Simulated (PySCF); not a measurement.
**XPS shifts beside NMR shieldings**

Compound: C4H5NO.
Geometry (GFN2-xTB, Å), atoms numbered from 1 in this order:
```xyz
11
C4H5NO angstrom
C     -1.8399    0.6253   -0.4433
C     -0.9023   -0.2690   -0.1514
C      0.4900    0.0995    0.0829
N      0.8808    1.3046    0.0166
C      1.4513   -1.0122    0.4083
O      2.6180   -0.8184    0.6182
H     -2.8647    0.3438   -0.6149
H     -1.5857    1.6692   -0.5155
H     -1.1362   -1.3227   -0.0739
H      1.8789    1.4112    0.2039
H      1.0153   -2.0289    0.4431
```

Binding energies: delta-SCF UKS SCAN, pcX-2 on the ionised atom, pcseg-1 elsewhere, spin-free X2C (PySCF 2.14.0). Shieldings: GIAO PBE0/pcSseg-1, non-relativistic, same geometry.

```tsv
atom	isotropic shielding (ppm)
C1	50.0
C2	50.8
C3	20.0
```

Problem. What are the C 1s binding energies of these atoms?

Solution. 
```csv
atom,environment,C 1s (eV),isotropic shielding (ppm)
C1,terminal =CH2 carbon,290.71,50.0
C2,alkene CH carbon,291.15,50.8
C3,imine carbon,292.33,20.0
```

Problem. Among the listed atoms, is the one with the highest binding energy also the least shielded?

Solution. Yes: C3 has both (292.33 eV, 20.0 ppm).

By binding energy: C1 < C2 < C3. By shielding: C3 < C1 < C2.

Spin contamination (⟨S²⟩ against 0.75 for a pure doublet) is marked for C 1s of C1 (0.87), C 1s of C2 (0.85) and C 1s of C3 (0.99), which makes these values less certain. Isolated species at its GFN2-xTB geometry (one conformer only).
